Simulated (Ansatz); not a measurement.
Relaxing Ag

All numbers below come from DFT PBEsol, scalar-relativistic, plane waves, PAW (Ansatz 0.2.0). Cutoff 420 eV, Γ-centred k mesh, Gaussian smearing, no spin polarisation in the final step.

Ag was placed on the beta-tungsten (A15) structure type (Pm-3n, No. 223), at a guessed volume.

```
CELL_PARAMETERS angstrom
5.20223 0.00000 0.00000
0.00000 5.20223 0.00000
0.00000 0.00000 5.20223
ATOMIC_POSITIONS crystal
Ag 0.50000 0.50000 0.50000
Ag 0.00000 0.00000 0.00000
Ag 0.25000 0.00000 0.50000
Ag 0.50000 0.25000 0.00000
Ag 0.50000 0.75000 0.00000
Ag 0.75000 0.00000 0.50000
Ag 0.00000 0.50000 0.75000
Ag 0.00000 0.50000 0.25000
```

Cell and atoms relax at zero pressure; the relaxation can't lower the symmetry of the start.

Energies count from the standard state of Ag at the same level.

Describe the relaxed structure.

It keeps Pm-3n (No. 223). The result has the beta-tungsten (A15) structure. Conventional cell: a = 5.162 Å. Ag on Wyckoff site a (2 atoms of the primitive cell) is coordinated by 12 Ag at 2.89 Å; Ag on Wyckoff site c (6 atoms of the primitive cell) is coordinated by 2 Ag at 2.58 Å, 4 Ag at 2.89 Å and 8 Ag at 3.16 Å.

```xyz
8
Lattice="5.1616 0.0000 0.0000 0.0000 5.1616 0.0000 0.0000 0.0000 5.1616" Properties=species:S:1:pos:R:3 pbc="T T T"
Ag    2.5808    2.5808    2.5808
Ag    0.0000    0.0000    0.0000
Ag    1.2904    0.0000    2.5808
Ag    2.5808    1.2904    0.0000
Ag    2.5808    3.8712    0.0000
Ag    3.8712    0.0000    2.5808
Ag    0.0000    2.5808    3.8712
Ag    0.0000    2.5808    1.2904
```

What are its volume, energy, density and gap?

The volume per atom is 17.19 Å³, the density is 10.42 g/cm³ and the energy over the standard structure is 0.11 eV/atom. The gap on the 8×8×8 mesh is 0 eV (a metal).

The final run used a 8×8×8 mesh on its 8-atom cell and 0.10 eV smearing. The k mesh leaves about 4 meV/atom of noise in metals. Symmetry constrained the relaxation, so the result can be a saddle point.

This form isn't the element's structure at ambient conditions.